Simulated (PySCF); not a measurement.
C2H3O2 (doublet state).
Z-matrix (Å and degrees, PBE0-D3(BJ)/def2-SVP geometry), rows numbered from 1:
```
C 
O   1  1.3545
C   2  1.3482  1  118.79
O   3  1.1943  2  125.15  1     0.10
H   1  1.0885  2  118.83  3    -0.28
H   1  1.0862  2  114.47  3   179.78
H   3  1.1071  2  108.70  1  -179.84
```

The hyperfine couplings belong to this conformer and change with its torsions.

Identity: `[CH2]OC=O` [radical].

Method used: UKS B3LYP, IGLO-III on C O, pcH-1 on H, non-relativistic, mean-field spin-orbit, GIAO (PySCF). One conformer (not necessarily the lowest) at the PBE0-D3(BJ)/def2-SVP geometry, without solvent, vibrations or thermal averaging. No stability test was run, so a lower SCF solution isn't excluded.

(1) The isotropic 13C couplings are +84.7, +4.5 MHz. Assign them to C1; C3.

(2) Match the computed a_iso(17O) values -6.7, -3.2 MHz with the sites O2; O4.

Answers

(1) 
```
site  a_iso (MHz)  ρ(0) (bohr⁻³)                 position  distance from C1 (Å)  spin population  largest |T| (MHz)
  C1        +84.7        +0.0753  largest spin population                  0.00            +1.02              155.0
  C3         +4.5        +0.0040          2 bonds from C1                  2.33            +0.04                8.3
```

(2) 
```json
{"site": "O2", "a_iso (MHz)": "-6.7", "ρ(0) (bohr⁻³)": "+0.0110", "position": "1 bond from C1", "distance from C1 (Å)": "1.35", "spin population": "-0.01", "largest |T| (MHz)": "25.8"}
{"site": "O4", "a_iso (MHz)": "-3.2", "ρ(0) (bohr⁻³)": "+0.0052", "position": "3 bonds from C1", "distance from C1 (Å)": "2.70", "spin population": "+0.06", "largest |T| (MHz)": "16.3"}
```

ρ(0) is the spin density at the nucleus and T the dipolar tensor. The largest Mulliken spin population is on C1 (+1.02). The angles at C1 add up to 360.0°, so it is planar; its axial dipolar tensor and the negative couplings of its protons fit spin in a p orbital normal to that plane.

H5 and H6 aren't averaged: C1 is flat or nearly so (angle sum 360°), and its turn about the short C1–O2 bond (1.35 Å) is taken as slow.
